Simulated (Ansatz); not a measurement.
Tin, beta-Sn (white tin): convergence with the plane-wave cutoff

Computed with Ansatz, PBE, scalar-relativistic PAW, on the relaxed cell (a = 5.956 Å, c = 3.206 Å (c/a = 0.538); spin not included). Errors count from a run at 420 eV on a Γ-centred 18×18×12 mesh with Fermi-Dirac smearing of 0.1 eV, extrapolated to zero width. Fixed here: mesh 11×11×8, Fermi-Dirac width 0.1 eV. The pressure holds a Pulay correction and is unreliable far below the recommended cutoff. The SCF starts from atomic densities corrected by a trained network.

```tsv
cutoff (eV)	E(σ→0) error (meV/atom)	P (GPa)	SCF iterations
150	40063.8	0.67	7
200	5099.2	1.33	7
250	512.2	0.70	6
300	30.6	0.00	7
420	-4.7	-0.01	6
500	-5.5	-0.01	6
600	-5.6	-0.01	6
800	-5.7	-0.01	6
```

What does the run at 350 give (cutoff)?

E(σ→0) error (meV/atom): -2.6; P (GPa): 0.00; SCF iterations: 6.

Within 5 meV/atom of the last row: from 350 eV on.
